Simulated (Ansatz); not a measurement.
## Scan of [H···H···Cl], doublet

Starting geometry:

```xyz
3

H     0.0000    0.0000   -1.0520
H     0.0000    0.0000   -0.3070
Cl    0.0000    0.0000    1.3590
```

From there H2 is moved from one fragment to the other while all else, the fragments' distance too, stays fixed; atoms are numbered as listed. Energies are in kcal/mol, counted from the starting geometry at the same level. Kohn–Sham curves are unrestricted where that lies lower.

Basis cc-pVTZ; Ansatz 0.2.0. Only valence electrons are correlated (noble-gas cores frozen). Prefix R: restricted or restricted open-shell reference; prefix U: unrestricted.

Full CI isn't at hand for all of this; UCCSDT(Q) serves as the reference, and is uncertain by about the last step of the cluster series.

```json
{"distance H1-H2 (Å)": "0.693", "UCCSDT(Q)": "1.5", "SPW92": "4.1", "PBE": "3.0", "r2SCAN": "2.6", "PBE0": "2.5", "B3LYP": "2.2", "r2SCANh": "2.4", "wB97M-V": "1.8", "B2PLYP": "1.8", "RPA-PBE": "1.6"}
{"distance H1-H2 (Å)": "0.745", "UCCSDT(Q)": "0.0", "SPW92": "0.0", "PBE": "0.0", "r2SCAN": "0.0", "PBE0": "0.0", "B3LYP": "0.0", "r2SCANh": "0.0", "wB97M-V": "0.0", "B2PLYP": "0.0", "RPA-PBE": "0.0"}
{"distance H1-H2 (Å)": "0.790", "UCCSDT(Q)": "-0.1", "SPW92": "-2.0", "PBE": "-1.2", "r2SCAN": "-0.9", "PBE0": "-0.8", "B3LYP": "-0.5", "r2SCANh": "-0.8", "wB97M-V": "-0.3", "B2PLYP": "-0.3", "RPA-PBE": "0.0"}
{"distance H1-H2 (Å)": "0.835", "UCCSDT(Q)": "0.5", "SPW92": "-3.1", "PBE": "-1.6", "r2SCAN": "-1.2", "PBE0": "-0.9", "B3LYP": "-0.3", "r2SCANh": "-1.0", "wB97M-V": "0.1", "B2PLYP": "0.0", "RPA-PBE": "0.6"}
{"distance H1-H2 (Å)": "0.880", "UCCSDT(Q)": "1.1", "SPW92": "-3.6", "PBE": "-1.5", "r2SCAN": "-1.1", "PBE0": "-0.7", "B3LYP": "0.3", "r2SCANh": "-0.8", "wB97M-V": "0.8", "B2PLYP": "0.6", "RPA-PBE": "1.5"}
{"distance H1-H2 (Å)": "0.926", "UCCSDT(Q)": "1.7", "SPW92": "-3.8", "PBE": "-1.2", "r2SCAN": "-0.9", "PBE0": "-0.4", "B3LYP": "1.0", "r2SCANh": "-0.6", "wB97M-V": "1.4", "B2PLYP": "1.1", "RPA-PBE": "2.4"}
{"distance H1-H2 (Å)": "0.971", "UCCSDT(Q)": "2.0", "SPW92": "-3.6", "PBE": "-0.8", "r2SCAN": "-0.8", "PBE0": "-0.1", "B3LYP": "1.7", "r2SCANh": "-0.5", "wB97M-V": "1.8", "B2PLYP": "1.5", "RPA-PBE": "3.1"}
{"distance H1-H2 (Å)": "1.016", "UCCSDT(Q)": "2.0", "SPW92": "-3.2", "PBE": "-0.3", "r2SCAN": "-0.6", "PBE0": "0.1", "B3LYP": "2.3", "r2SCANh": "-0.3", "wB97M-V": "2.1", "B2PLYP": "1.8", "RPA-PBE": "3.7"}
{"distance H1-H2 (Å)": "1.061", "UCCSDT(Q)": "2.0", "SPW92": "-2.4", "PBE": "0.5", "r2SCAN": "-0.1", "PBE0": "0.5", "B3LYP": "3.1", "r2SCANh": "0.0", "wB97M-V": "2.5", "B2PLYP": "2.1", "RPA-PBE": "4.1"}
```
